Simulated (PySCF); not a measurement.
C₂F₄, SMILES FC(=C(F)F)F (connectivity only; charge and spin as stated), charge +1, multiplicity 2.

Coordinates come from a PBE0-D3(BJ)/def2-SVP optimisation. The multiplicity is an assumed one; other spin states were not compared.

Level of theory: TDA-PBE/def2-SVPD (PySCF).

Vertical excitations. Isolated molecule, no solvent.

Task: Give excitation energies, oscillator strengths and character. (Estimate from the structure and the level; the computed values follow.)

Result: 
| state | energy (eV) | λ (nm) | f | main pairs |
|---|---|---|---|---|
| root 1 | 5.22 | 237 | 0.000 | β HOMO→LUMO 100 % |
| root 2 | 5.32 | 233 | 0.001 | β HOMO−1→LUMO 100 % |
| root 3 | 5.87 | 211 | 0.000 | β HOMO−3→LUMO 100 % |
| root 4 | 6.12 | 203 | 0.196 | α HOMO→LUMO 93 % |
| root 5 | 6.33 | 196 | 0.000 | β HOMO−2→LUMO 95 % |
| root 6 | 6.48 | 191 | 0.050 | β HOMO−4→LUMO 94 % |
| root 7 | 6.75 | 184 | 0.000 | β HOMO−5→LUMO 100 % |
| root 8 | 7.84 | 158 | 0.015 | α HOMO→LUMO+1 99 % |
| root 9 | 8.13 | 152 | 0.154 | β HOMO−6→LUMO 93 % |
| root 10 | 8.19 | 151 | 0.000 | α HOMO→LUMO+2 100 % |
Unrestricted roots are not spin-pure.
